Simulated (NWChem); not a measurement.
# Correlation energy of pyrrole (C4H5N)

```
N
H 1 1.0098
C 1 1.3659 2 124.97
C 1 1.3659 2 124.97 3 180.00
C 4 1.3790 1 107.75 2 180.00
C 3 1.3790 1 107.75 2 180.00
H 3 1.0878 1 121.36 2 0.00
H 4 1.0878 1 121.36 2 0.00
H 5 1.0884 4 125.81 8 0.00
H 6 1.0884 3 125.81 7 0.00
```
Charge 0, spin multiplicity 1.

Program: NWChem. The geometry was optimised at PBE0/def2-SVP, a minimum by its harmonic frequencies.

Basis set: 6-31G*. Each correlation energy counts from its own Hartree-Fock reference.

```csv
method,correlation energy (mHa),difference from CCSD(T)
MP2,-667.6,+57.3
SCS-MP2,-647.4,+77.5
CR-CCSD[T],-717.5,+7.4
CR-CCSD(T),-716.8,+8.1
CCSD,-697.0,+27.9
CCSD+T(CCSD),-725.8,-1.0
CCSD(T),-724.9,0.0
```

The values span 78.4 mHa, from CCSD+T(CCSD) (lowest) to SCS-MP2 (highest). 

The correlated methods keep 5 core orbitals frozen. The Pople sets run with spherical d functions. Coupled-cluster values serve here as a point of comparison, not as the truth.
